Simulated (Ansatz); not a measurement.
Input file:

```yaml
crystal:
  periodic: [false, false, false]
  atoms:
    - {symbol: As, position_ang: [0.000302, -0.000078, -0.031726]}
    - {symbol: H, position_ang: [1.258580, -0.002245, 0.811504]}
    - {symbol: H, position_ang: [-0.601607, 1.129892, 0.758985]}
    - {symbol: H, position_ang: [-0.679385, -1.121866, 0.787750]}
basis:
  gaussian: {orbitals: pcseg-2}
correlation: {active_space: {ras: {orbitals: [4, 0, 67], electrons: 8, max_holes: 2, max_particles: 2}, fixed_orbitals: true}}
```

```sh
$ ansatz run in.yaml --threads 1 --pin off --events-out ev --progress --plain --max-ram 2393MiB
```

Output:

```
516 factors; integrals over basis functions are off by at most 7.7e-4 eV
mean field evaluation 1: about -60842.6237 eV, gradient 8.6e0 eV
mean field evaluation 2: about -60842.6882 eV, gradient 8.8e0 eV
mean field evaluation 4: about -60843.1968 eV, gradient 8.3e-1 eV
mean field evaluation 8: about -60843.1992 eV, gradient 1.8e-3 eV
mean field -60843.19916648 eV, -2235.9463283665 hartree, gradient 1.2e-6 eV, S^2 0.000000; 0 other end points of the search recorded, 0 dependent functions left out
reference -60843.19916648 eV, -2235.9463283665 hartree; 18, 18 occupied and 67, 67 virtual orbitals, 516 factors
state -60847.88443343 eV, -2236.1185087510 hartree
Total energy: -60847.88443343 eV, -2236.1185087510 hartree
```

Ran on 1 thread of Arm Neoverse V1, shared host: 3.6 s wall, 0.3 GiB peak host memory.
